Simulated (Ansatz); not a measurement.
System: CH3 (charge -1, singlet). Whether it binds its extra electron was not tested at this geometry. 
Geometry from a B3LYP-D3(BJ)/def2-TZVP (Ansatz, a program for electronic structure) optimisation:
SMILES: [CH3-]
```xyz
4

C      0.0884     0.0858     0.0881
H     -0.5958    -0.5885     0.6498
H      0.6481    -0.5918    -0.5944
H     -0.5826     0.6655    -0.5842
```
Charge -1, spin multiplicity 1.

Basis-set convergence of Hartree-Fock and MP2 correlation energies (hartree) with Ansatz. Valence correlation only, unless marked. Spin-orbit coupling is left out. Non-relativistic. This anion needs diffuse functions, which these sets lack.

```csv
basis,functions,E(HF),"E(corr, MP2)"
def2-SVP,29,-39.45343,-0.16070
def2-TZVPP,73,-39.51451,-0.20724
def2-QZVPP,147,?,?
```

Problem. Some entries are withheld; supply them.

Solution. 
- def2-QZVPP, E(HF): -39.52124
- def2-QZVPP, E(corr, MP2): -0.22228
